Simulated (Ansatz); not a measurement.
System: CH5Si, charge 0, multiplicity 2. It need not be the lowest isomer of its formula. 
Structure (B3LYP-D3(BJ)/def2-TZVP (Ansatz, a program for electronic structure) minimum search):
SMILES: [SiH3][CH2]
```xyz
7

C     -0.0097     0.1411    -1.2607
Si     0.0046    -0.0671     0.5695
H     -0.9250     0.2758    -1.8259
H      0.8972     0.1766    -1.8533
H     -0.0125     1.2498     1.2616
H     -1.1932    -0.8210     1.0128
H      1.2278    -0.7881     0.9952
```
Charge 0, spin multiplicity 2.

Parts of the frozen-core correlation energy in 6-31G* (Ansatz, hartree). Frozen orbitals: 6; correlated occupied orbitals by spin: 7 and 6; virtual: 31 and 32. UHF or UKS for open shells. No spin-orbit coupling. Non-relativistic.

| term | value |
|---|---|
| reference (HF) | -329.64350 |
| MP2 opposite-spin | -0.14928 |
| MP2 same-spin | … |
| CCSD correlation | … |
| (T) | … |
| T1 diagnostic | 0.013 |
| largest doubles amplitude | 0.029 |
| <S^2> of the reference | 0.761 |

Problem. What belongs in the gaps?

Solution. 
- MP2 same-spin, value: -0.03495
- CCSD correlation, value: -0.22155
- (T), value: -0.00498
